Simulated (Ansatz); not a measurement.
Consider the cleavage of the Al–Si bond: `[AlH2][SiH2]P` + `[NH2][AlH2]` → `[AlH2][NH][AlH2]` + `[SiH3]P`.

Calculated with Ansatz (gas phase, PBE0-D4/def2-TZVP geometries, no zero-point term in ΔE). CCSD(T)/CBS is the MP2 limit (def2-TZVPP, def2-QZVPP) plus CCSD(T) − MP2 in def2-TZVPP, frozen cores. This one scheme is used for every species. DFT in def2-TZVPP. Each species was taken in one conformer, which may not be the lowest.

| level | ΔE (eV) |
| --- | --- |
| B97M-V | -0.96 |
| BHLYP-D4 | -1.02 |
| r2SCANh | -0.95 |
| MP2/def2-SVP | -1.13 |

Question: What does CCSD(T)/CBS give? (Best estimate.)

Answer: Computed: -0.98 eV. The listed levels differ from it by 0.02, -0.04, 0.03, -0.15 eV.

Largest T1 diagnostic among the species: 0.014.

From BLYP to BHLYP (50 % exact exchange), in def2-TZVPP and without D4, ΔE moves by −0.08 eV. At CCSD(T), def2-SVP lies −0.07 eV from the extrapolated value and def2-TZVPP −0.02 eV.
